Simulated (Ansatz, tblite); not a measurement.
Diamond, TA phonon frequency at L

Reference value: 550 cm⁻¹ (measured, temperature not stated, no zero-point or thermal correction, our sources range from 547 to 564; as tabulated in arXiv:cond-mat/0412643).

Q: What do GFN1-xTB, PBE, r²SCAN+rVV10, r²SCAN0, Hartree–Fock give, and how far is each from the reference?

A: 
```tsv
level (code)	value (cm⁻¹)	cell (Å³/atom)	difference (%)
GFN1-xTB (tblite)	527	5.57	-4.2
PBE (Ansatz)	546	5.70	-0.7
r²SCAN+rVV10 (Ansatz)	559	5.63	+1.6
r²SCAN0 (Ansatz)	573	5.54	+4.2
Hartree–Fock (Ansatz)	609	5.60	+10.7
```

Once the reference is moved by up to 3.0 % (a margin picked here for doubts on the reference and the settings, and for temperature and zero-point motion) and values within 1.0 % count as equal, the nearest can be PBE (-0.7 %), r²SCAN+rVV10 (+1.6 %), GFN1-xTB (-4.2 %) or r²SCAN0 (+4.2 %).

The measured value isn't corrected to a static lattice, so vibrations enter the comparison.  GFN1-xTB: the method was fitted mainly to molecules. GFN1-xTB: the run uses a supercell at the zone centre in place of a k mesh. Each level is taken at its own relaxed cell. Cutoffs and k meshes differ between the levels. Ansatz's density-functional and Hartree–Fock values are scalar-relativistic unless marked +SOC, with PAW data made under PBE.

Differences are worked out from the printed values.

Ansatz is a program for electronic structure.
